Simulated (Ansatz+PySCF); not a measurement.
Results of a calculation; reference values are marked as such.
## Ansatz (development build ahead of 0.2.0) run

```yaml
crystal:
  periodic: [false, false, false]
  atoms:
    - { symbol: B, position_ang: [0.0, 0.0, 0.0] }
    - { symbol: F, position_ang: [0.47356, 0.63141, 1.36704] }
basis:
  gaussian: { orbitals: STO-3G }
total_charge: 1
magnetization:
  initial_magnetization: 1
hamiltonian:
  xc: hf
correlation:
  method: fci
  frozen_orbitals: { B: 1, F: 1 }
```

The input is written out in the form of the current development build from the run's settings.

Output:

| Quantity | Value |
| --- | --- |
| Converged | yes |
| Total energy | -122.10061 hartree |
| State | lowest doublet root, of any spatial symmetry |
